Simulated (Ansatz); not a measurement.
Si(H)3(Me) (CH6Si), SMILES C[SiH3].

Geometry optimised at B3LYP-D3(BJ)/def2-TZVP. The isomer is the one that the SMILES or the coordinates give; other isomers of the formula were not compared.

Two levels are set side by side: PBE/def2-TZVPD (Ansatz, a quantum-chemistry and plane-wave program) and PBE0/def2-TZVPD (Ansatz). Energy differences of separate SCF runs at the same geometry; the states with an electron removed or added have multiplicity 2 and 2. Differences are taken from unrounded values.

```tsv
quantity	PBE
vertical ionisation energy (eV)	11.26
vertical singlet–triplet gap (eV)	7.42
```

**Question.** These are the PBE values. What does PBE0 give? (Estimate from the structure and the level; the computed values follow.)

**Answer.** 
```csv
quantity,PBE0,PBE minus PBE0
vertical ionisation energy (eV),11.54,-0.28
vertical singlet–triplet gap (eV),7.78,-0.36
```
